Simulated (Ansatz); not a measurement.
**SiB₂H₆ (SMILES B[SiH2]B): one structure at several levels**

Aim: energy, forces and dipole at a structure displaced at random from a GFN2-xTB minimum, from CCSD(T) and from density functionals.

Method: single points in def2-TZVPP; program: Ansatz 0.2.0, Gaussian basis.

Cores are frozen in the correlated methods.

### 1 Starting geometry

SMILES `B[SiH2]B`, 9 atoms, charge 0, spin multiplicity 1.

Atoms are counted from 1 here; the program's logs count them from 0.

Bond lengths: B1–Si2 1.978 Å, B1–H4 1.289 Å, B1–H5 1.121 Å, Si2–B3 2.010 Å, Si2–H6 1.366 Å, Si2–H7 1.628 Å, B3–H8 1.260 Å, B3–H9 1.073 Å. Angles: Si2–B1–H4 130.1°, Si2–B1–H5 124.3°, H4–B1–H5 104.2°, B1–Si2–B3 105.8°, B1–Si2–H6 103.0°, B1–Si2–H7 104.8°, B3–Si2–H6 119.3°, B3–Si2–H7 112.2°, H6–Si2–H7 110.2°, Si2–B3–H8 120.5°, Si2–B3–H9 114.5°, H8–B3–H9 124.5°.

Coordinates:

```xyz
9

B    -0.9461    0.5508   -1.1969
Si    0.6529    0.4872   -0.0340
B     0.3456   -1.0404    1.2349
H    -1.2782   -0.1960   -2.1935
H    -1.8849    1.1119   -0.9496
H     0.7269    1.7602    0.4569
H     1.8942    0.2043   -1.0492
H     0.6775   -2.2134    0.9160
H    -0.2188   -0.7853    2.1111
```

### 2 CCSD(T)/def2-TZVPP

Input file run/in.yaml:

```yaml
crystal:
  periodic: [false, false, false]
  atoms:
    - {symbol: B, position_ang: [-0.946100, 0.550800, -1.196900]}
    - {symbol: Si, position_ang: [0.652900, 0.487200, -0.034000]}
    - {symbol: B, position_ang: [0.345600, -1.040400, 1.234900]}
    - {symbol: H, position_ang: [-1.278200, -0.196000, -2.193500]}
    - {symbol: H, position_ang: [-1.884900, 1.111900, -0.949600]}
    - {symbol: H, position_ang: [0.726900, 1.760200, 0.456900]}
    - {symbol: H, position_ang: [1.894200, 0.204300, -1.049200]}
    - {symbol: H, position_ang: [0.677500, -2.213400, 0.916000]}
    - {symbol: H, position_ang: [-0.218800, -0.785300, 2.111100]}
basis:
  gaussian: {orbitals: def2-TZVPP}
correlation: {method: ccsd_t}
output: {forces: true}
```

No record of the launch command was kept for these runs.

### 3 PBE0-D4/def2-TZVPP

Edit run/in.yaml of step 2 so:

```diff
@@ -14,3 +14,3 @@
   gaussian: {orbitals: def2-TZVPP}
-correlation: {method: ccsd_t}
-output: {forces: true}
+hamiltonian: {xc: pbe0, dispersion: d4}
+output: {forces: true, orbitals: {seedname: orbitals}}
```

### 4 wB97M-V/def2-TZVPP

Edit run/in.yaml of step 3 so:

```diff
@@ -14,3 +14,3 @@
   gaussian: {orbitals: def2-TZVPP}
-hamiltonian: {xc: pbe0, dispersion: d4}
-output: {forces: true, orbitals: {seedname: orbitals}}
+hamiltonian: {xc: {name: wB97M-V}}
+output: {forces: true}
```

### 5 r2SCAN-D4/def2-TZVPP

Edit run/in.yaml of step 4 so:

```diff
@@ -14,3 +14,3 @@
   gaussian: {orbitals: def2-TZVPP}
-hamiltonian: {xc: {name: wB97M-V}}
+hamiltonian: {xc: r2scan, dispersion: d4}
 output: {forces: true}
```

### 6 PBE-D4/def2-TZVPP

Edit run/in.yaml of step 5 so:

```diff
@@ -14,3 +14,3 @@
   gaussian: {orbitals: def2-TZVPP}
-hamiltonian: {xc: r2scan, dispersion: d4}
+hamiltonian: {xc: pbe, dispersion: d4}
 output: {forces: true}
```

### 7 B97M-V/def2-TZVPP

Edit run/in.yaml of step 6 so:

```diff
@@ -14,3 +14,3 @@
   gaussian: {orbitals: def2-TZVPP}
-hamiltonian: {xc: pbe, dispersion: d4}
+hamiltonian: {xc: {name: B97M-V}}
 output: {forces: true}
```

### 8 BLYP-D4/def2-TZVPP

Edit run/in.yaml of step 7 so:

```diff
@@ -14,3 +14,3 @@
   gaussian: {orbitals: def2-TZVPP}
-hamiltonian: {xc: {name: B97M-V}}
+hamiltonian: {xc: {name: BLYP}, dispersion: d4}
 output: {forces: true}
```

(Steps that only read results are left out.)

What does the calculation give? Wanted: energy less free atoms, CCSD(T)/def2-TZVPP; RMS force component; RMS force error; HOMO and LUMO, PBE0-D4; T1 diagnostic.

**Answer**, as computed:

| quantity | value |
| --- | --- |
| energy less free atoms, CCSD(T)/def2-TZVPP | -26.757 eV |
| RMS force component | 1.708 to 1.788 eV/Å over the methods |
| RMS force error | PBE0-D4 0.074, wB97M-V 0.072, r2SCAN-D4 0.077, PBE-D4 0.150, B97M-V 0.124, BLYP-D4 0.094 eV/Å |
| HOMO and LUMO, PBE0-D4 | -8.21 and -3.07 eV |
| T1 diagnostic | 0.016 |

In words: Against CCSD(T) the functionals' energies less atoms differ by -1.094 to -0.597 eV, PBE-D4 by -0.724 eV. The reference is not at the basis limit: in triple zeta CCSD(T) underbinds, which counts against methods that bind more; the gaps are no ranking. For forces wB97M-V does best and PBE-D4 worst.
